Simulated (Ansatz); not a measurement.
For GeS (Pnma, No. 62), LDA in Ansatz (PAW) gives:

```
Item                   Result
---------------  ------------
bulk modulus B0      43.2 GPa
cohesive energy  4.55 eV/atom
```

Q: What does PBE in Ansatz (plane waves, PAW) give for the same quantities?

A: 
- bulk modulus: 16.3 GPa (falls by 62 %)
- cohesive energy: 3.66 eV/atom (falls by 0.89 eV/atom)

Changes are worked out from the printed values.

Unless a cell is named, each level is at its own relaxed cell (LDA 18.97, PBE 22.03 Å³/atom).

Caveats: LDA has no dispersion term either, though it tends to give short spacings of layers, chains or molecules (LDA); for a layered or molecular solid the relaxed cell lies over 5 % above the published volume, where the minimum can be shallow (PBE); the bulk modulus is −V dP/dV from two relaxed cells at ±2 % in volume (LDA, PBE); the cell comes from a level without a dispersion term, which matters for the spacing of layers, chains or molecules (PBE). Ansatz's density-functional and Hartree–Fock values are scalar-relativistic unless marked +SOC, with PAW data made under PBE.

Ansatz is an electronic-structure program.
